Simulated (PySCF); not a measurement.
## C2H7B: core ionisation energies

Species: C₂H₇B.
Z-matrix (Å and degrees, PBE0-D3(BJ)/def2-SVP geometry), rows numbered from 1:
```
B 
C   1  1.5569
C   2  1.5235  1  118.64
H   1  1.2119  2  119.59  3   179.46
H   1  1.2127  2  122.23  3    -0.71
H   2  1.1098  1  105.77  3   125.90
H   2  1.1093  1  106.23  3  -126.40
H   3  1.1010  2  111.24  1   -59.69
H   3  1.1011  2  112.45  1   179.82
H   3  1.1010  2  111.25  1    59.30
```

Method: delta-SCF UKS SCAN, pcX-2 on the ionised atom, pcseg-1 elsewhere, spin-free X2C (PySCF 2.14.0). Vertical ΔSCF values, vacuum level as zero.

Problem. List the computed XPS lines with their assignment.

Solution. 
```tsv
atom(s)	bonded to	level	binding energy (eV)	above the level's lowest (eV)	count
C3	C and 3 H	C 1s	290.65	+0.25	1
C2	C, 2 H and B	C 1s	290.40	0.00	1
B1	C and 2 H	B 1s	196.26	0.00	1
```

The listed C 1s values span 0.25 eV, from C2 (bonded to C, 2 H and B) to C3 (bonded to C and 3 H). Summing the Pauling electronegativity differences to the bonded atoms, each weighted by its formal bond order, gives -1.21 for the lowest site and -1.05 for the highest.

Problem. Which effective nuclear charge Zeff reproduces each element's mean 1s value in the hydrogen-like formula E = 13.606 eV × Zeff²?

Solution. B (Z = 5): mean 196.3 eV, Zeff = 3.80, Z − Zeff = 1.20; C (Z = 6): mean 290.5 eV, Zeff = 4.62, Z − Zeff = 1.38. Means run over the listed sites, weighted by atom count.

The structure is a single PBE0-D3(BJ)/def2-SVP conformer in the gas phase; no vibrational or solvent corrections.
